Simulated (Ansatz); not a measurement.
# SiHCl (SMILES [SiH]Cl): functionals against CCSD(T) at one geometry

The task here is to estimate one member of a computed series from the others.

Method: single points in def2-TZVPP; program: Ansatz 0.2.0, Gaussian basis.

Cores are frozen in the correlated methods.

## The starting structure

3 atoms, charge 0, spin multiplicity 1.

Atoms are counted from 1 here; the program's logs count them from 0.

Bond lengths: Si1–Cl2 2.087 Å, Si1–H3 1.437 Å. Angles: Cl2–Si1–H3 95.0°.

Coordinates:

```
Si   -0.56600    0.52220   -0.27220
Cl    1.24070    0.36010    0.76070
H    -0.72680   -0.89290   -0.46470
```

Set-up of the first run:

Contents of run/in.yaml:

```yaml
crystal:
  periodic: [false, false, false]
  atoms:
    - {symbol: Si, position_ang: [-0.566000, 0.522200, -0.272200]}
    - {symbol: Cl, position_ang: [1.240700, 0.360100, 0.760700]}
    - {symbol: H, position_ang: [-0.726800, -0.892900, -0.464700]}
basis:
  gaussian: {orbitals: def2-TZVPP}
correlation: {method: ccsd_t}
output: {forces: true}
```

No record of the launch command was kept for these runs.

Among the steps run: CCSD(T)/def2-TZVPP; PBE0-D4/def2-TZVPP; wB97M-V/def2-TZVPP; r2SCAN-D4/def2-TZVPP; PBE-D4/def2-TZVPP; HSE06-D4/def2-TZVPP; B97M-V/def2-TZVPP.

One table of the session follows, with a row left open; its other results are not shown here.

| method | RMS force component (eV/Å) | angle to CCSD(T) forces (°) | dipole (D) |
| --- | --- | --- | --- |
| CCSD(T) | 0.703 | reference | 1.15 |
| PBE0-D4 | 0.788 | 3.1 | 1.13 |
| wB97M-V | 0.715 | 2.7 | 1.23 |
| r2SCAN-D4 | ? | ? | ? |
| PBE-D4 | 0.873 | 7.8 | 0.97 |
| HSE06-D4 | 0.790 | 2.9 | 1.13 |
| B97M-V | 0.770 | 3.2 | 1.02 |

Q: Estimate the row for r2SCAN-D4 from the others.

**Answer.** RMS force component (eV/Å): 0.778; angle to CCSD(T) forces (°): 2.4; dipole (D): 1.02. In the column «RMS force component (eV/Å)» it lies between B97M-V (0.770) and PBE0-D4 (0.788).
